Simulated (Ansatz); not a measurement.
**A ladder of methods for PF3 (SMILES FP(F)F)**

The species is PF3 (4 atoms), meant as a singlet with charge 0. SMILES: `FP(F)F`. The coordinates come from a GFN2-xTB relaxation.

```xyz
4

P    -0.0046    0.0051    0.6423
F     1.3496   -0.0296   -0.2031
F    -0.6485    1.1803   -0.2282
F    -0.6965   -1.1558   -0.2109
```

Each level gives the energy change with the P1–F2 bond stretched from 1.597 to 1.996 Å (eV). The values are calculated.

```tsv
level	kind	program	value (eV)	less FCI/STO-3G
HF/STO-3G (restricted)	Hartree–Fock	Ansatz	1.81	+1.01
PBE/STO-3G (restricted)	GGA	Ansatz	0.62	-0.18
PBE0/STO-3G (restricted)	global hybrid	Ansatz	0.99	+0.19
HSE06/STO-3G (restricted)	range-separated hybrid	Ansatz	0.99	+0.19
wB97X/STO-3G (restricted)	range-separated hybrid	Ansatz	1.08	+0.28
B2PLYP/STO-3G (restricted)	double hybrid	Ansatz	1.03	+0.23
RPA@PBE/STO-3G (restricted)	RPA	Ansatz	0.59	-0.21
MP2/STO-3G (restricted)	perturbation theory	Ansatz	1.23	+0.43
CCSD/STO-3G (restricted)	coupled cluster or CI	Ansatz	0.85	+0.05
FCI/STO-3G	exact in the basis	Ansatz	0.80	0.00
```

FCI/STO-3G is exact within its basis and frozen core, so for wave-function methods in that basis the difference is their error; functionals converge differently with the basis, so for them it is only a difference. The first shape isn't each level's own minimum. The values span 0.59 to 1.81 eV. All rows use very small basis sets, so none should be taken for the real molecule's value.
